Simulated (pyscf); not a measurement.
Structures and frequencies: ωB97X-D3(BJ)/def2-SVP in PySCF.

SMILES: O[Si]([SiH3])([SiH3])[SiH3]
```xyz
15

O     -0.9154     0.8408    -2.4803
Si    -0.5488     0.0873    -1.0158
Si    -1.2926    -2.1296    -0.9533
Si     1.7661     0.1121    -0.7761
Si    -1.5104     1.1912     0.8087
H     -1.8516     0.8990    -2.6996
H     -2.7724    -2.1937    -1.1591
H     -0.6332    -2.9577    -2.0065
H     -0.9755    -2.7085     0.3874
H      2.2864     1.5103    -0.7486
H      2.4271    -0.6397    -1.8827
H      2.0950    -0.5514     0.5221
H     -2.9972     1.2533     0.6611
H     -0.9907     2.5848     0.9412
H     -1.1897     0.4338     2.0564
```

Question: What is the homolytic dissociation enthalpy (298 K, ωB97M-D3(BJ)/def2-TZVP) of the O–Si bond of HO–Si(SiH₃)(SiH₃)–SiH₃, to OH• + H₃Si–Si•(SiH₃)–SiH₃?

Answer: O–Si to OH• + H₃Si–Si•(SiH₃)–SiH₃: 110.1 kcal/mol. The 7 functionals that were run give +104.8 (r²SCAN) to +110.6 kcal/mol (M06-2X). Other isomers of H₃Si–Si•(SiH₃)–SiH₃ were not searched in full and may lie lower. Left out: the spin-orbit lowering of OH.
